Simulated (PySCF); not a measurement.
Magnetisability: SMILES [BH], BH

Cartesian coordinates in Å; atom numbers follow the order of the lines, from 1:
```xyz
2

B     0.6237   -0.0007   -0.0011
H    -0.6286    0.0072   -0.0105
```

Level of theory: GIAO B3LYP/pcSseg-3 magnetisability, rotational g tensor and spin-rotation constants, non-relativistic, gas phase in PySCF 2.14.0. Geometry: PBE0-D3(BJ)/def2-SVP.

Problem. What are the magnetisability and the molar susceptibility?

Solution. Isotropic 266 × 10⁻³⁰ J/T², or 16.0 × 10⁻⁶ cm³/mol; principal values -199, 498, 498 × 10⁻³⁰ J/T², anisotropy 697 × 10⁻³⁰ J/T² (root of half the summed squared differences of the principal values). The susceptibility is in cgs units.

Problem. Split it along the inertial axes a, b, c into diamagnetic and paramagnetic parts about the centre of mass, with the quadrupole moment.

Solution. 
```tsv
axis	χ (10⁻⁶ cm³/mol)	diamagnetic (10⁻⁶ cm³/mol)	paramagnetic (10⁻⁶ cm³/mol)	summed x² of all electrons (Å²)	quadrupole Θ (D Å)
a	-12.0	-12.0	0.0	3.5	-3.43
b	30.0	-20.8	50.8	1.4	+1.72
c	30.0	-20.8	50.8	1.4	+1.72
```
Anisotropies 2χaa − χbb − χcc = -84.0 and 2χbb − χaa − χcc = +42.0 × 10⁻⁶ cm³/mol. Θ is traceless in Buckingham's convention.

Problem. And the rotational g tensor?

Solution. 
```csv
axis,rotational constant (GHz),g,nuclear part,electronic part
b,348.9786,-7.3798,0.9540,-8.3338
c,348.9786,-7.3798,0.9540,-8.3338
```
Linear; isotopes 11B, 1H; no vibrational averaging.
